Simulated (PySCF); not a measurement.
CN, SMILES [C]#N, multiplicity 2.

Geometry optimised at B3LYP-D3(BJ)/def2-TZVPD.

Two levels are set side by side: PBE/def2-TZVPD (PySCF) and ωB97X/def2-TZVPD (PySCF). Same geometry, gas phase. Differences are taken from unrounded values.

| quantity | PBE |
|---|---|
| α-spin orbital gap (eV) | 8.19 |
| β-spin orbital gap (eV) | 1.78 |
| dipole moment (D) | 1.16 |
| mean polarisability (bohr³) | 20.2 |

**Question.** These are the PBE values. What does ωB97X give? (The exact figures need the calculation; the answer reports its results.)

**Answer.** 
```json
[
 {"quantity": "α-spin orbital gap (eV)", "ωB97X": "15.75", "PBE minus ωB97X": "-7.56"},
 {"quantity": "β-spin orbital gap (eV)", "ωB97X": "9.07", "PBE minus ωB97X": "-7.29"},
 {"quantity": "dipole moment (D)", "ωB97X": "1.62", "PBE minus ωB97X": "-0.46"},
 {"quantity": "mean polarisability (bohr³)", "ωB97X": "20.3", "PBE minus ωB97X": "-0.1"}
]
```

Rough cost on one machine, each run with all the roots and properties that it gave: ωB97X against PBE within a factor of 2.
